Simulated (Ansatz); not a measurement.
CH₇Si₂, SMILES `C[SiH2][SiH2]` radical, relaxed with UKS PBE-D4/def2-SVP in the Gaussian-basis code of Ansatz from a rough embedded geometry. The force threshold is 0.03 eV/Å; the program also tests the step.

Charge 0, multiplicity 2.

Start:

```xyz
10

C     0.529   -0.870   -1.083
Si   -0.738   -0.036   -0.138
Si    0.258    1.470    1.250
H     0.140   -1.609   -1.755
H     1.266   -1.440   -0.502
H     1.150   -0.166   -1.744
H    -1.496   -1.036    0.674
H    -1.658    0.668   -1.000
H    -0.730    2.184    2.158
H     1.278    0.836    2.141
```

```json
{"step": "1", "energy (eV)": "-16889.1899", "largest force (eV/Å)": "2.929", "largest move (Å)": "0.000"}
{"step": "2", "energy (eV)": "-16889.4132", "largest force (eV/Å)": "1.428", "largest move (Å)": "0.119"}
{"step": "3", "energy (eV)": "-16889.4619", "largest force (eV/Å)": "0.290", "largest move (Å)": "0.065"}
{"step": "4", "energy (eV)": "-16889.4666", "largest force (eV/Å)": "0.065", "largest move (Å)": "0.040"}
{"step": "5 (rejected)", "energy (eV)": "-16889.4664", "largest force (eV/Å)": "0.074", "largest move (Å)": "0.019"}
{"step": "6", "energy (eV)": "-16889.4672", "largest force (eV/Å)": "0.005", "largest move (Å)": "0.009"}
```

End:

```xyz
10

C     0.584   -0.922   -1.163
Si   -0.741   -0.059   -0.118
Si    0.245    1.484    1.343
H     0.119   -1.655   -1.852
H     1.300   -1.465   -0.513
H     1.151   -0.186   -1.766
H    -1.538   -1.089    0.651
H    -1.710    0.695   -0.993
H    -0.721    2.293    2.171
H     1.310    0.903    2.242
```

Run time 7 s (4 threads of an Arm Neoverse V1 on a shared host); peak host memory 0.15 GiB.
